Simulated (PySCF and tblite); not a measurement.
Results of a calculation; reference values are marked as such.
C4H6O, numbered as in [CH:1]#[C:2][O:3][CH2:4][CH3:5].

Search: ETKDG and KDG, MMFF94s, GFN2-xTB, 60 starts; geometries at GFN2-xTB. Free energies are TPSS-D3(BJ)/def2-TZVP (IEF-PCM, chloroform) single points with GFN2-xTB rigid-rotor and vibrational terms (modes under about 100 cm⁻¹ blended into free rotors). Symmetry numbers and mirror images are counted. Conformers within 3 kcal/mol (GFN2-xTB free energy) were kept, 10 at most. Couplings: B3LYP/pcJ-1 (gas phase; spin-dipole term only for pairs with B, N, F, Si or P). Couplings are for ¹³C, ¹H, ¹⁷O. Codes: tblite and PySCF.

Torsions listed: C2–O3–C4–C5. Of a mirror pair one member is shown.

| conformer | shape | weight % |
| --- | --- | --- |
| 1 | -67° | 52.6 |
| 2 | 180° | 47.4 |

Question: Give the couplings in each conformer and the averages at 298.15 K (pairs that fast motion interchanges averaged).

Answer: 
| coupling | pairs | 1 | 2 | average (Hz) |
| --- | --- | --- | --- | --- |
| ¹J(C1,C2) | 1 | 252.4 | 253.1 | 252.8 |
| ²J(C1,O3) | 1 | -1.7 | -1.8 | -1.8 |
| ¹J(C1,H1) | 1 | 282.1 | 282.3 | 282.2 |
| ¹J(C2,O3) | 1 | 19.2 | 18.4 | 18.8 |
| ²J(H1,C2) | 1 | 62.8 | 62.7 | 62.7 |
| ³J(C2,H4) | 2 | 7.3 | 1.1 | 4.4 |
| ¹J(O3,C4) | 1 | 23.4 | 23.0 | 23.2 |
| ²J(O3,C5) | 1 | -0.6 | -10.2 | -5.2 |
| ³J(H1,O3) | 1 | 0.2 | 0.2 | 0.2 |
| ²J(O3,H4) | 2 | -9.2 | -2.8 | -6.2 |
| ³J(O3,H5) | 3 | -4.0 | -7.5 | -5.6 |
| ¹J(C4,C5) | 1 | 36.4 | 38.4 | 37.4 |
| ⁴J(H1,C4) | 1 | -2.1 | -2.2 | -2.2 |
| ¹J(C4,H4) | 2 | 152.6 | 152.2 | 152.4 |
| ²J(C4,H5) | 3 | -3.4 | -3.5 | -3.4 |
| ²J(H4,C5) | 2 | -1.3 | -2.1 | -1.7 |
| ¹J(C5,H5) | 3 | 134.2 | 134.2 | 134.2 |
| ²J(H4,H4) | 1 | -11.4 | -9.7 | -10.6 |
| ³J(H4,H5) | 6 | 7.2 | 7.4 | 7.3 |
| ²J(H5,H5) | 3 | -13.9 | -13.8 | -13.8 |
